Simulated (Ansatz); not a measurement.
## Al$_{2}$H, doublet: the ladder up to full CI

Geometry: a point of a stretch scan, not a stationary point.

```xyz
3

Al    0.0000    0.0000    2.5639
Al    0.0000    0.0000   -6.7471
H     0.0000    0.0000    4.1832
```

Basis cc-pVDZ; Ansatz 0.2.0. Only valence electrons are correlated (noble-gas cores frozen), which leaves 7 electrons in 31 orbitals. R marks a restricted (for open shells ROHF) determinant. Active spaces: pair = (3e, 3o) about the gap.

Full CI is exact within this basis and frozen core; it isn't the basis-set limit.

* UHF ⟨S²⟩: 0.918
* T1 diagnostic (RCCSD): 0.0200
* largest doubles amplitude (RCCSD): 0.107

Q: From what is known of these methods and the diagnostics, rank them by the size of their error in total energy against full CI in cc-pVDZ, smallest first (an estimate: the text doesn't fix the numbers).
A. RCCSDTQ
B. CASSCF (pair space)
C. RCCSD(T)
D. RHF
E. NEVPT2 (pair space)

A: A (0 meV), C (21 meV), E (1034 meV), B (2976 meV), D (3442 meV).

All errors are against full CI in cc-pVDZ. Below it: RCCSDTQ. Within each family the higher level lies nearer, as is usual though not guaranteed.

The full-CI state has the irrep B2 of C2v, in the program's axes (one component, if the state is degenerate).

Natural occupations of full CI about the gap: 1.955 1.886 1.869 0.980 0.055 0.055 0.045 0.045 0.028 0.013; effectively unpaired electrons, Σ n²(2−n)², 1.16.
